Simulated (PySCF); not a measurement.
Bonds broken one at a time in the series HS-X. All species are isolated molecules in the gas phase. One relaxed conformer stands for each flexible species; it need not be the lowest. Strings in code marks are SMILES. All members: neutral, multiplicity 1. Level: B3LYP-D3(BJ)/def2-TZVP (PySCF), beside PBE-D3(BJ)/def2-TZVP // B3LYP-D3(BJ)/def2-TZVP (PySCF) at the same geometries. B3LYP has the VWN-RPA correlation part, as in Gaussian. 

| species | HOMO–LUMO gap, PBE (eV) | HOMO–LUMO gap, B3LYP-D3(BJ) (eV) |
|---|---|---|
| `OS` (H–O–S–H torsion 91°) | 3.90 | 5.80 |
| `COS` (C–O–S–H torsion 82°) | 3.96 | 5.89 |
| `O=CS` (O–C–S–H torsion 0°) | 4.34 | 6.45 |
| `CC(=O)S` (O–C–S–H torsion 180°) | 4.53 | 6.63 |
| `N#CS` | 5.02 | withheld |
| `CCS` (C–C–S–H torsion 62°) | 5.08 | 6.73 |
| `CS` | 5.09 | 6.74 |
| `[SiH3]S` | 5.49 | 7.08 |

### Question
Fit y = a + b·x, y being the HOMO–LUMO gap at the first level, to the 7 complete rows by least squares, with x = the PBE value in eV. Give a, b and the rms residual, and predict the withheld value.

### Answer
Means of the 7 rows: x̄ = 4.6271, ȳ = 6.4743 eV. Σ(x − x̄)² = 2.2295 and Σ(x − x̄)(y − ȳ) = 1.6334, so b = 0.733 and a = ȳ − b·x̄ = 3.083 eV. The rms residual is 0.135 eV. At x = 5.02 the line gives 6.76 eV. The run for `N#CS` gave 6.77 eV, so the line is off by 0.01 eV, within twice the rms residual.

Codes: PySCF.
